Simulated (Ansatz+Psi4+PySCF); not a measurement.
## doublet CH₂O(+): levels of theory in one basis

```
atom   x (Å)    y (Å)    z (Å)
   O  0.0000   0.0000   0.6835
   C  0.0000   0.0000  -0.5366
   H  0.0000   0.9344  -1.1242
   H  0.0000  -0.9344  -1.1242
```

Basis set: cc-pVTZ (spherical functions). Frozen core: 2 orbitals. Correlation on ROHF uses semicanonical orbitals with singles. Charge 1, multiplicity 2.

Computed with Ansatz (development build ahead of 0.2.0) and Psi4 1.11; each method stands on the lowest determinant of its kind that the runs found.

```json
{"method": "ROHF", "E − E(ROHF) (eV)": "0.00", "<S²> of the determinant": "0.75"}
{"method": "UHF", "E − E(ROHF) (eV)": "-0.21", "<S²> of the determinant": "0.79"}
{"method": "ROHF-MP2", "E − E(ROHF) (eV)": "-9.14", "<S²> of the determinant": "–"}
{"method": "UHF-MP2", "E − E(ROHF) (eV)": "-9.14", "<S²> of the determinant": "0.79"}
{"method": "ROHF-CCSD", "E − E(ROHF) (eV)": "-9.91", "<S²> of the determinant": "–"}
{"method": "UHF-CCSD", "E − E(ROHF) (eV)": "-9.92", "<S²> of the determinant": "0.79"}
{"method": "ROHF-CCSD(T)", "E − E(ROHF) (eV)": "-10.31", "<S²> of the determinant": "–"}
{"method": "UHF-CCSD(T)", "E − E(ROHF) (eV)": "-10.30", "<S²> of the determinant": "0.79"}
```

Caution for ROHF-MP2, ROHF-CCSD, ROHF-CCSD(T): large amplitudes, a single reference is doubtful.
